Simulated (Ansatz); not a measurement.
# The boron atom (doublet): density functionals in def2-TZVPD, part 2 of 2

Ansatz 0.2.0, Gaussian basis; def2-TZVPD, all electrons in the functionals, frozen cores in the correlation of double hybrids and RPA.

### Step 11. r2SCAN0 (unrestricted)

The input, in.yaml:

```yaml
crystal:
  periodic: [false, false, false]
  atoms:
    - {symbol: B, position_ang: [0.000000, 0.000000, 0.000000]}
basis:
  gaussian: {orbitals: def2-TZVPD}
magnetization: {spin_polarized: true, initial_magnetization: 1}
hamiltonian: {xc: {name: r2SCAN0}}
```

Started as:

```bash
> ansatz run in.yaml --threads 1 --pin off --events-out ev --progress --plain --max-ram 2393MiB
```

Output, shortened:

```text
Functional definition: r2SCAN0
  name "r2SCAN0"
  cite "Bursch, Neugebauer, Ehlert & Grimme, J. Chem. Phys. 156, 134105 (2022) doi:10.1063/5.0086040"
  cite "Furness, Kaplan, Ning, Perdew & Sun, J. Phys. Chem. Lett. 11, 8208 (2020) doi:10.1021/acs.jpclett.0c02405"
  cite "Furness, Kaplan, Ning, Perdew & Sun, J. Phys. Chem. Lett. 11, 9248 (2020) doi:10.1021/acs.jpclett.0c03077"
  parent r2scan
[...]
165 factors; their error is unknown
[...]
mean field -670.46120091 eV, -24.6389946786 hartree, gradient 5.5e-5 eV, S^2 0.758005; 1 other end points of the search recorded, 0 dependent functions left out
reference -670.46121090 eV, -24.6389950455 hartree; 3, 2 occupied and 34, 35 virtual orbitals, 165 factors
Total energy: -670.46121090 eV, -24.6389950455 hartree
```

Wall time 0.72 s (1 thread of Intel Xeon Platinum 8259CL at 2.50GHz, shared host).

From the report: ⟨S²⟩ of the determinant 0.758 (pure doublet: 0.75).

### Step 12. BHLYP (unrestricted)

in.yaml: that of step 11 with these lines changed.

```diff
@@ -7,2 +7,2 @@
 magnetization: {spin_polarized: true, initial_magnetization: 1}
-hamiltonian: {xc: {name: r2SCAN0}}
+hamiltonian: {xc: {name: BHLYP}}
```

Same command.

Output:

```text
Functional definition: BHLYP
  name "BHLYP"
  cite "Becke, J. Chem. Phys. 98, 1372 (1993) doi:10.1063/1.464304"
  cite "Becke, Phys. Rev. A 38, 3098 (1988) doi:10.1103/PhysRevA.38.3098"
  cite "Lee, Yang & Parr, Phys. Rev. B 37, 785 (1988) doi:10.1103/PhysRevB.37.785"
  parameter a = 0.5
  exchange = (1 - a)*b88_x + a*exact_x
  correlation = lyp_c
207 factors; their error is unknown
mean field evaluation 1: about -670.7459 eV, gradient 3.0e0 eV
mean field evaluation 2: about -670.8532 eV, gradient 8.6e-1 eV
mean field evaluation 4: about -670.8646 eV, gradient 8.6e-2 eV
mean field evaluation 8: about -670.8647 eV, gradient 2.9e-4 eV
mean field -670.86468316 eV, -24.6538223778 hartree, gradient 3.2e-5 eV, S^2 0.754965; 0 other end points of the search recorded, 0 dependent functions left out
reference -670.86478744 eV, -24.6538262101 hartree; 3, 2 occupied and 34, 35 virtual orbitals, 207 factors
Total energy: -670.86478744 eV, -24.6538262101 hartree
```

It took 0.33 s on 1 thread of Intel Xeon Platinum 8259CL at 2.50GHz, shared host.

From the report: ⟨S²⟩ of the determinant 0.755 (pure doublet: 0.75).

### Step 13. CAM-B3LYP (unrestricted)

in.yaml: that of step 12 with these lines changed.

```diff
@@ -7,2 +7,2 @@
 magnetization: {spin_polarized: true, initial_magnetization: 1}
-hamiltonian: {xc: {name: BHLYP}}
+hamiltonian: {xc: {name: CAM-B3LYP}}
```

The command is unchanged.

Output, shortened:

```text
Functional definition: CAM-B3LYP
  name "CAM-B3LYP"
  cite "Yanai, Tew & Handy, Chem. Phys. Lett. 393, 51 (2004) doi:10.1016/j.cplett.2004.06.011"
  cite "Iikura, Tsuneda, Yanai & Hirao, J. Chem. Phys. 115, 3540 (2001) doi:10.1063/1.1383587"
  cite "Becke, Phys. Rev. A 38, 3098 (1988) doi:10.1103/PhysRevA.38.3098"
  cite "Lee, Yang & Parr, Phys. Rev. B 37, 785 (1988) doi:10.1103/PhysRevB.37.785"
  cite "Vosko, Wilk & Nusair, Can. J. Phys. 58, 1200 (1980) doi:10.1139/p80-159"
[...]
  # Exact exchange under (alpha + beta erf(omega r))/r, Becke's under what is left of 1/r.
[...]
165 factors; their error is unknown
61 factors; integrals over basis functions are off by at most 1.2e-4 eV
[...]
mean field -670.50849223 eV, -24.6407326025 hartree, gradient 6.7e-5 eV, S^2 0.753757; 0 other end points of the search recorded, 0 dependent functions left out
reference -670.50856619 eV, -24.6407353205 hartree; 3, 2 occupied and 34, 35 virtual orbitals, 165 factors
Total energy: -670.50856619 eV, -24.6407353205 hartree
```

Run time: 0.66 s. Hardware: 1 thread of Intel Xeon Platinum 8259CL at 2.50GHz, shared host.

From the report: ⟨S²⟩ of the determinant 0.754 (pure doublet: 0.75).

### Step 14. wB97X-V (unrestricted)

in.yaml: that of step 13 with these lines changed.

```diff
@@ -7,2 +7,2 @@
 magnetization: {spin_polarized: true, initial_magnetization: 1}
-hamiltonian: {xc: {name: CAM-B3LYP}}
+hamiltonian: {xc: {name: wB97X-V}}
```

Same command.

Output, shortened:

```text
Functional definition: wB97X-V
  name "wB97X-V"
  cite "Mardirossian & Head-Gordon, Phys. Chem. Chem. Phys. 16, 9904 (2014) doi:10.1039/C3CP54374A"
  cite "Becke, J. Chem. Phys. 107, 8554 (1997) doi:10.1063/1.475007"
  cite "Vydrov & Van Voorhis, J. Chem. Phys. 133, 244103 (2010) doi:10.1063/1.3521275"
[...]
      + integral(e_c_pw_opposite_spin*poly(b97_u_opposite, cos0, cos1)) + vv10(b, c)
165 factors; their error is unknown
61 factors; integrals over basis functions are off by at most 4.9e-5 eV
[...]
mean field -670.86506606 eV, -24.6538364490 hartree, gradient 2.7e-5 eV, S^2 0.753199; 0 other end points of the search recorded, 0 dependent functions left out
reference -670.86506609 eV, -24.6538364501 hartree; 3, 2 occupied and 34, 35 virtual orbitals, 165 factors
Total energy: -670.86506609 eV, -24.6538364501 hartree
```

It took 0.91 s on 1 thread of Intel Xeon Platinum 8259CL at 2.50GHz, shared host.

From the report: ⟨S²⟩ of the determinant 0.753 (pure doublet: 0.75).

### Step 15. wB97M-V (unrestricted)

in.yaml: that of step 14 with these lines changed.

```diff
@@ -7,2 +7,3 @@
 magnetization: {spin_polarized: true, initial_magnetization: 1}
-hamiltonian: {xc: {name: wB97X-V}}
+hamiltonian: {xc: {name: wB97M-V}}
+output: {orbitals: {seedname: orbitals}}
```

Launched as before.

Output, shortened:

```text
Functional definition: wB97M-V
  name "wB97M-V"
  cite "Mardirossian & Head-Gordon, J. Chem. Phys. 144, 214110 (2016) doi:10.1063/1.4952647"
  cite "Becke, J. Chem. Phys. 107, 8554 (1997) doi:10.1063/1.475007"
  cite "Vydrov & Van Voorhis, J. Chem. Phys. 133, 244103 (2010) doi:10.1063/1.3521275"
  # Of w^i u^j: cxij and so on, Table III.
[...]
  gx(w, u) = 1 - cx + cx01*u + cx10*w
  gss(w, u) = css00 + css04*u^4 + css10*w + css20*w^2 + css43*w^4*u^3
  gos(w, u) = cos00 + cos10*w + (cos20 + cos21*u)*w^2 + (cos60 + cos61*u)*w^6
[...]
      + integral(e_c_pw_mod_opposite_spin*gos(b97_w_opposite, b97_u_opposite)) + vv10(b, c)
165 factors; their error is unknown
61 factors; integrals over basis functions are off by at most 4.9e-5 eV
[...]
mean field -670.75182979 eV, -24.6496750929 hartree, gradient 1.4e-5 eV, S^2 0.750978; 0 other end points of the search recorded, 0 dependent functions left out
reference -670.75185907 eV, -24.6496761687 hartree; 3, 2 occupied and 34, 35 virtual orbitals, 165 factors
Total energy: -670.75185907 eV, -24.6496761687 hartree
```

Run time: 0.93 s. Hardware: 1 thread of Intel Xeon Platinum 8259CL at 2.50GHz, shared host.

From the report: ⟨S²⟩ of the determinant 0.751 (pure doublet: 0.75).

### Step 16. HSE06 (unrestricted)

in.yaml: that of step 15 with these lines changed.

```diff
@@ -7,3 +7,2 @@
 magnetization: {spin_polarized: true, initial_magnetization: 1}
-hamiltonian: {xc: {name: wB97M-V}}
-output: {orbitals: {seedname: orbitals}}
+hamiltonian: {xc: {name: HSE06}}
```

Same command.

Output, shortened:

```text
Functional definition: HSE06
  name "HSE06"
  cite "Heyd, Scuseria & Ernzerhof, J. Chem. Phys. 118, 8207 (2003) doi:10.1063/1.1564060"
  cite "Krukau, Vydrov, Izmaylov & Scuseria, J. Chem. Phys. 125, 224106 (2006) doi:10.1063/1.2404663"
  cite "Heyd & Scuseria, J. Chem. Phys. 120, 7274 (2004) doi:10.1063/1.1668634"
  cite "Ernzerhof & Perdew, J. Chem. Phys. 109, 3313 (1998) doi:10.1063/1.476928"
  cite "Perdew, Burke & Ernzerhof, Phys. Rev. Lett. 77, 3865 (1996) doi:10.1103/PhysRevLett.77.3865"
  parent pbe
[...]
  # The whole range is PBE's own exchange, as in plane waves. The composition of these papers is wPBEh.
[...]
165 factors; their error is unknown
22 factors; integrals over basis functions are off by at most 9.2e-5 eV
[...]
mean field -669.84562071 eV, -24.6163725233 hartree, gradient 6.0e-5 eV, S^2 0.754296; 0 other end points of the search recorded, 0 dependent functions left out
reference -669.84565022 eV, -24.6163736078 hartree; 3, 2 occupied and 34, 35 virtual orbitals, 165 factors
Total energy: -669.84565022 eV, -24.6163736078 hartree
```

Wall time 0.45 s (1 thread of Intel Xeon Platinum 8259CL at 2.50GHz, shared host).

From the report: ⟨S²⟩ of the determinant 0.754 (pure doublet: 0.75).

### Step 17. B2PLYP (unrestricted)

in.yaml: that of step 16 with these lines changed.

```diff
@@ -7,2 +7,3 @@
 magnetization: {spin_polarized: true, initial_magnetization: 1}
-hamiltonian: {xc: {name: HSE06}}
+hamiltonian: {xc: {name: B2PLYP}}
+correlation: {electrons: outside_noble_gas}
```

Launched as before.

Output, shortened:

```text
Functional definition: B2PLYP
  name "B2PLYP"
  cite "Grimme, J. Chem. Phys. 124, 034108 (2006) doi:10.1063/1.2148954"
  cite "Becke, Phys. Rev. A 38, 3098 (1988) doi:10.1103/PhysRevA.38.3098"
  cite "Lee, Yang & Parr, Phys. Rev. B 37, 785 (1988) doi:10.1103/PhysRevB.37.785"
[...]
223 factors; integrals over basis functions are off by at most 1.4e-4 eV
[...]
mean field -669.94628396 eV, -24.6200718298 hartree, gradient 2.4e-6 eV, S^2 0.755888; 0 other end points of the search recorded, 0 dependent functions left out
1 core orbitals not correlated: weight in the atoms' cores, before any rotation towards them, 1.000 or more for the frozen orbitals, at most 0.000 for the correlated occupied ones
reference -669.94638166 eV, -24.6200754201 hartree; 2, 1 occupied and 34, 35 virtual orbitals, 223 factors
second order -1.55685831 eV of doubles, -0.00000000 eV of singles
Total energy: -670.36673340 eV, -24.6355230617 hartree
```

Wall time 0.39 s (1 thread of Intel Xeon Platinum 8259CL at 2.50GHz, shared host).

From the report: ⟨S²⟩ of the determinant 0.756 (pure doublet: 0.75).

### Step 18. PBE-QIDH (unrestricted)

in.yaml: that of step 17 with these lines changed.

```diff
@@ -7,3 +7,3 @@
 magnetization: {spin_polarized: true, initial_magnetization: 1}
-hamiltonian: {xc: {name: B2PLYP}}
+hamiltonian: {xc: {name: PBE-QIDH}}
 correlation: {electrons: outside_noble_gas}
```

Same command.

Output, shortened:

```text
Functional definition: PBE-QIDH
  name "PBE-QIDH"
  cite "Brémond, Sancho-García, Pérez-Jiménez & Adamo, J. Chem. Phys. 141, 031101 (2014) doi:10.1063/1.4890314"
  cite "Perdew, Burke & Ernzerhof, Phys. Rev. Lett. 77, 3865 (1996) doi:10.1103/PhysRevLett.77.3865"
[...]
223 factors; integrals over basis functions are off by at most 1.4e-4 eV
[...]
mean field -669.29690873 eV, -24.5962077301 hartree, gradient 7.4e-6 eV, S^2 0.757253; 2 other end points of the search recorded, 0 dependent functions left out
1 core orbitals not correlated: weight in the atoms' cores, before any rotation towards them, 1.000 or more for the frozen orbitals, at most 0.000 for the correlated occupied ones
reference -669.29691788 eV, -24.5962080664 hartree; 2, 1 occupied and 34, 35 virtual orbitals, 223 factors
second order -1.40453098 eV of doubles, -0.00000000 eV of singles
Total energy: -669.76509488 eV, -24.6134132536 hartree
```

It took 0.48 s on 1 thread of Intel Xeon Platinum 8259CL at 2.50GHz, shared host.

From the report: ⟨S²⟩ of the determinant 0.757 (pure doublet: 0.75).

### Step 19. RPA-PBE

The input, in.yaml:

```yaml
crystal:
  periodic: [false, false, false]
  atoms:
    - {symbol: B, position_ang: [0.000000, 0.000000, 0.000000]}
basis:
  gaussian: {orbitals: def2-TZVPD}
magnetization: {spin_polarized: true, initial_magnetization: 1}
hamiltonian: {xc: {name: PBE}}
correlation: {method: rpa, electrons: outside_noble_gas}
```

Same command.

Output, shortened:

```text
Functional definition: PBE
  name "PBE"
  cite "Perdew, Burke & Ernzerhof, Phys. Rev. Lett. 77, 3865 (1996) doi:10.1103/PhysRevLett.77.3865"
  parent pbe
[...]
223 factors; integrals over basis functions are off by at most 1.4e-4 eV
[...]
mean field -669.67621874 eV, -24.6101471160 hartree, gradient 4.7e-6 eV, S^2 0.753314; 5 other end points of the search recorded, 0 dependent functions left out
1 core orbitals not correlated: weight in the atoms' cores, before any rotation towards them, 1.000 or more for the frozen orbitals, at most 0.000 for the correlated occupied ones
reference -667.47230391 eV, -24.5291547397 hartree; 2, 1 occupied and 34, 35 virtual orbitals, 223 factors
Total energy: -670.89414686 eV, -24.6549051486 hartree
```

Run time: 0.99 s. Hardware: 1 thread of Intel Xeon Platinum 8259CL at 2.50GHz, shared host.

From the report: ⟨S²⟩ of the determinant 0.753 (pure doublet: 0.75).

### Step 20. Side by side

```csv
functional,energy (eV),⟨S²⟩,time
SPW92,-662.6727,0.752,0.3 s
PBE,-669.6763,0.753,0.57 s
BLYP,-670.8026,0.753,0.99 s
revPBE,-670.8402,0.754,0.78 s
r2SCAN,-670.4020,0.758,1.9 s
B97M-V,-671.2414,0.752,1.8 s
PBE0,-669.8988,0.754,0.3 s
B3LYP,-671.1407,0.754,0.39 s
r2SCANh,-670.4253,0.758,0.75 s
r2SCAN0,-670.4612,0.758,0.72 s
BHLYP,-670.8648,0.755,0.33 s
CAM-B3LYP,-670.5086,0.754,0.66 s
wB97X-V,-670.8651,0.753,0.91 s
wB97M-V,-670.7519,0.751,0.93 s
HSE06,-669.8457,0.754,0.45 s
B2PLYP,-670.3667,0.756,0.39 s
PBE-QIDH,-669.7651,0.757,0.48 s
RPA-PBE,-670.8941,0.753,0.99 s
```

Orbital levels of the runs that wrote orbitals: PBE HOMO -4.15, LUMO -3.61 eV; PBE0 HOMO -5.37, LUMO -2.44 eV; wB97M-V HOMO -7.18, LUMO -0.39 eV.

### Step 21. Outcome

What follows sums up all 2 parts.

```
                quantity                      value
spread of total energies                     8.6 eV
       quickest, slowest  SPW92 0.3 s, r2SCAN 1.9 s
```

**Reading.** Total energies of different functionals can't be ranked; only differences within one functional count. These atomic energies are the zero for atomisation energies at the same level.
